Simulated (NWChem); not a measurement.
nitrogen trifluoride (NF$_{3}$); SMILES FN(F)F

```xyz
4

F      0.8770     0.8770    -0.1272
N      0.0000     0.0000     0.4837
F     -1.1980     0.3210    -0.1272
F      0.3210    -1.1980    -0.1272
```
Atoms are numbered in this order, from 1.

All runs: NWChem. Structure relaxed at the B3LYP/6-31G* (spherical d) level. Static field.

Question: Predict the results for PBE/aug-cc-pVDZ. Quantities: isotropic polarisability (bohr³); anisotropy (bohr³).

Answer: 
```
Item                              Result
--------------------------------  ------
isotropic polarisability (bohr³)    19.4
anisotropy (bohr³)                   6.2
```
